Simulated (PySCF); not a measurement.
Propanamide, C3H7NO.
Numbering: `[CH3:1][CH2:2][C:3]([NH2:4])=[O:5]` (hydrogens: H6, H7, H8 on C1; H9, H10 on C2; H11, H12 on N4)

The same species was optimised twice, with GFN2-xTB and with PBE0-D3(BJ)/def2-SVP (PySCF), and the same property calculations (PySCF, gas phase) were run on both structures.

```csv
coordinate,GFN2-xTB,PBE0-D3(BJ)/def2-SVP,change
C1–H6 (Å),1.087,1.100,+0.013
C1–H8 (Å),1.087,1.100,+0.013
C1–H7 (Å),1.087,1.099,+0.012
C2–H10 (Å),1.093,1.105,+0.012
C2–H9 (Å),1.093,1.104,+0.011
C1–C2 (Å),1.522,1.515,-0.007
C3=O5 (Å),1.208,1.213,+0.005
N4–H11 (Å),1.004,1.009,+0.005
N4–H12 (Å),1.006,1.011,+0.005
C3–N4 (Å),1.358,1.361,+0.003
C2–C3 (Å),1.521,1.521,0.000
H9–C2–H10 (°),107.9,105.7,-2.2
C2–C3–O5 (°),124.6,122.8,-1.8
C2–C3–N4 (°),113.4,114.8,+1.4
H6–C1–H7 (°),108.0,106.9,-1.1
C1–C2–H9 (°),110.3,111.3,+1.0
C2–C1–H6 (°),110.1,111.0,+0.9
C3–C2–H10 (°),108.2,107.4,-0.8
C1–C2–C3 (°),111.7,112.4,+0.7
C1–C2–C3–N4 (°),180,-171,+9
```

Rotational constants: A = 9904, B = 3853, C = 2873 MHz (GFN2-xTB) against A = 9911, B = 3824, C = 2864 MHz (PBE0-D3(BJ)/def2-SVP).

On the GFN2-xTB structure: HOMO (eV) -7.31 [PBE0/pcSseg-1]; LUMO (eV) 0.95 [PBE0/pcSseg-1]; dipole (D) 3.76 [PBE0/pcSseg-1]; GIAO shielding of C1 (ppm) 176.8 [PBE0/pcSseg-1]; GIAO shielding of C2 (ppm) 157.5 [PBE0/pcSseg-1]; GIAO shielding of C3 (ppm) 14.0 [PBE0/pcSseg-1]; GIAO shielding of N4 (ppm) 154.5 [PBE0/pcSseg-1]; GIAO shielding of O5 (ppm) -83.2 [PBE0/pcSseg-1].

Task: What do these properties become on the PBE0-D3(BJ)/def2-SVP structure?

Result: 
```json
{"property": "HOMO (eV)", "level": "PBE0/pcSseg-1", "on GFN2-xTB": "-7.31", "on PBE0-D3(BJ)/def2-SVP": "-7.29", "change": "+0.02"}
{"property": "LUMO (eV)", "level": "PBE0/pcSseg-1", "on GFN2-xTB": "0.95", "on PBE0-D3(BJ)/def2-SVP": "0.89", "change": "-0.06"}
{"property": "dipole (D)", "level": "PBE0/pcSseg-1", "on GFN2-xTB": "3.76", "on PBE0-D3(BJ)/def2-SVP": "3.77", "change": "+0.01"}
{"property": "energy, GFN2-xTB geometry as zero (kcal/mol)", "level": "PBE0/pcSseg-1", "on GFN2-xTB": "0.0", "on PBE0-D3(BJ)/def2-SVP": "-0.3", "change": "-0.3"}
{"property": "GIAO shielding of C1 (ppm)", "level": "PBE0/pcSseg-1", "on GFN2-xTB": "176.8", "on PBE0-D3(BJ)/def2-SVP": "174.8", "change": "-2.0"}
{"property": "GIAO shielding of C2 (ppm)", "level": "PBE0/pcSseg-1", "on GFN2-xTB": "157.5", "on PBE0-D3(BJ)/def2-SVP": "156.1", "change": "-1.4"}
{"property": "GIAO shielding of C3 (ppm)", "level": "PBE0/pcSseg-1", "on GFN2-xTB": "14.0", "on PBE0-D3(BJ)/def2-SVP": "12.2", "change": "-1.8"}
{"property": "GIAO shielding of N4 (ppm)", "level": "PBE0/pcSseg-1", "on GFN2-xTB": "154.5", "on PBE0-D3(BJ)/def2-SVP": "153.7", "change": "-0.8"}
{"property": "GIAO shielding of O5 (ppm)", "level": "PBE0/pcSseg-1", "on GFN2-xTB": "-83.2", "on PBE0-D3(BJ)/def2-SVP": "-90.3", "change": "-7.1"}
```

The heavy atoms differ by 0.051 Å rms after alignment. Among all bonds C1–H6, C1–H7, C1–H8 and C2–H10 change most and about equally (+0.012 to +0.013 Å). Changes are differences of the printed values. Neither structure is proved a minimum here.

Shape of the structure used: `[CH3:1][CH2:2][C:3]([NH2:4])=[O:5]`: C1–C2–C3–N4 -171°, H–N4–C3–C2 1°, H–N4–C3–C2 -178°.
